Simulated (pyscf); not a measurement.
Single points on ωB97X-D3(BJ)/def2-SVP structures (PySCF, gas phase).

Problem. HO–P(OH)–O–SiH₃ + hydrogen (H₂) -> HO–P(OH)–OH + silane (SiH₄)
Surface: singlet. Broken: O–Si, H–H. Formed: H–O, H–Si. Give ΔE‡ and ΔE from PBE/def2-TZVP, relative to the separated reactants.

Solution. ΔE‡ = 50.1 kcal/mol, ΔE = +14.0 kcal/mol. ωB97M-D3(BJ)/def2-TZVP gives 57.1 kcal/mol and +17.2 kcal/mol. Zero-point energy shifts the barrier by +2.2 kcal/mol. It is a four-centre exchange, with an imaginary mode of 1323i cm⁻¹. This is the saddle that the search found; another between the same sides may lie lower.
